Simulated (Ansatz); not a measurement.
# C3H4S: small, medium and large basis sets

Aim: see how fast density functionals converge with the basis set for C3H4S.

The runs use Ansatz 0.2.0, Gaussian basis; one geometry, several basis sets.

Plan: PBE0-D4/def2-SVP; ωB97M-V/def2-SVP; PBE0-D4/def2-QZVPP; ωB97M-V/def2-QZVPP; the functionals' def2-TZVPP values are taken from earlier runs.

**1. The geometry**

All runs share one geometry, relaxed beforehand with PBE0-D4 in a triple-zeta def2 set.

SMILES `C#CSC`, 8 atoms, charge 0, spin multiplicity 1.

Atoms are counted from 1 here; the program's logs count them from 0.

Bond lengths: C1–C2 1.206 Å, C1–H5 1.064 Å, C2–S3 1.674 Å, S3–C4 1.807 Å, C4–H6 1.089 Å, C4–H7 1.089 Å, C4–H8 1.091 Å. Angles: C2–C1–H5 179.9°, C1–C2–S3 177.5°, C2–S3–C4 100.7°, S3–C4–H6 110.5°, S3–C4–H7 110.5°, S3–C4–H8 105.9°, H6–C4–H7 110.6°, H6–C4–H8 109.6°, H7–C4–H8 109.6°.

As a file:

```mol
C3H4S
  3D, bonds by distance, orders not assigned

  8  7  0  0  0  0  0  0  0  0999 V2000
    2.0905   -0.3669    0.8424 C   0  0
    0.9342   -0.6361    0.6322 C   0  0
   -0.6616   -1.0725    0.3782 S   0  0
   -1.2439    0.3370   -0.5908 C   0  0
    3.1108   -0.1282    1.0273 H   0  0
   -1.1570    1.2569   -0.0150 H   0  0
   -0.6867    0.4146   -1.5229 H   0  0
   -2.2941    0.1381   -0.8073 H   0  0
  1  2  8  0
  2  3  8  0
  3  4  8  0
  1  5  8  0
  4  6  8  0
  4  7  8  0
  4  8  8  0
M  END
```

**2. PBE0-D4 in def2-SVP**

The input, in.yaml:

```yaml
crystal:
  periodic: [false, false, false]
  atoms:
    - {symbol: C, position_ang: [2.090464, -0.366902, 0.842445]}
    - {symbol: C, position_ang: [0.934229, -0.636050, 0.632167]}
    - {symbol: S, position_ang: [-0.661626, -1.072543, 0.378239]}
    - {symbol: C, position_ang: [-1.243855, 0.336983, -0.590793]}
    - {symbol: H, position_ang: [3.110792, -0.128155, 1.027344]}
    - {symbol: H, position_ang: [-1.157020, 1.256949, -0.015043]}
    - {symbol: H, position_ang: [-0.686657, 0.414583, -1.522927]}
    - {symbol: H, position_ang: [-2.294127, 0.138134, -0.807333]}
basis:
  gaussian: {orbitals: def2-SVP}
hamiltonian: {xc: pbe0, dispersion: d4}
output: {orbitals: {seedname: orbitals}}
```

Command:

```sh
$ ansatz run in.yaml --threads 2 --pin off --events-out ev --progress --plain --max-ram 4352MiB
```

After this run come: ωB97M-V in def2-SVP; PBE0-D4 in def2-QZVPP; ωB97M-V in def2-QZVPP.

**Question.** What will the summary of the whole plan be? Wanted: PBE0-D4: double and triple zeta above quadruple; ωB97M-V: double and triple zeta above quadruple.

**Answer**, as computed:

```
                                       quantity          value
PBE0-D4: double and triple zeta above quadruple  7.92, 0.51 eV
ωB97M-V: double and triple zeta above quadruple  8.04, 0.48 eV
```

In words: For PBE0-D4 the step from double to triple zeta gains 7.41 eV and the next only 0.51 eV. Total energies overstate the basis error of differences, where much of it tends to cancel. The LUMO of ωB97M-V is positive and keeps falling with the basis (2.30 to 1.48 eV): an unbound level that the basis holds in place.
